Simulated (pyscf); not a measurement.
H₂C=CH–SiH₃ → silane (SiH₄) + acetylene (HC≡CH), an elimination (singlet surface; C–Si, C–H broken, H–Si formed). Single points on ωB97X-D3(BJ)/def2-SVP structures (PySCF, gas phase). Correlated levels are frozen-core, on RHF or UHF. ΔMP2 is the change of the MP2 total energy from the triple- to the quadruple-zeta basis. Energies in kcal/mol from the reactant's lowest minimum found.

Small-basis levels: PySCF, no dispersion term, spherical d functions. AM1 to PM7: differences of heats of formation from MOPAC. Cost: rough CPU time at the saddle relative to B3LYP/6-31G*, from one job on a shared machine.

```
level                             barrier  reaction energy        cost
--------------------------------  -------  ---------------  ----------
HF/STO-3G                           144.9            +59.1        0.06
HF/6-31G*                           113.4            +44.3         0.1
MP2/6-31G*                          108.5            +43.6         0.1
SVWN5/6-31G*                         92.8            +59.7         0.9
BP86/6-31G*                          92.1            +48.8           1
PBE/6-31G*                           92.2            +51.1           1
B3LYP/6-31G*                         98.8            +47.3           1
B3LYP/6-311+G**                      94.4            +41.8           2
PM3                                  96.2            +42.8  under 0.02
CCSD(T)/def2-TZVPP + ΔMP2(QZVPP)     96.0            +44.0           –
```

Against the last row the barrier runs from -3.9 (BP86/6-31G*) to +49.0 kcal/mol (HF/STO-3G). CCSD(T)/def2-TZVPP + ΔMP2(QZVPP) has limits of its own. At the saddle there is also a short C–Si contact that neither side keeps. The same reactants have a lower exit, to cyclic C₂H₆Si (SMILES C1C[SiH2]1) (barrier +69.5 kcal/mol at ωB97M-D3(BJ), against +95.9 kcal/mol here). This is the saddle that the search found; another between the same sides may lie lower. The CCSD(T) − MP2 part came from Ansatz, without density fitting, on the same reference. The largest closed-shell T1 diagnostic is 0.030, which may signal static correlation.
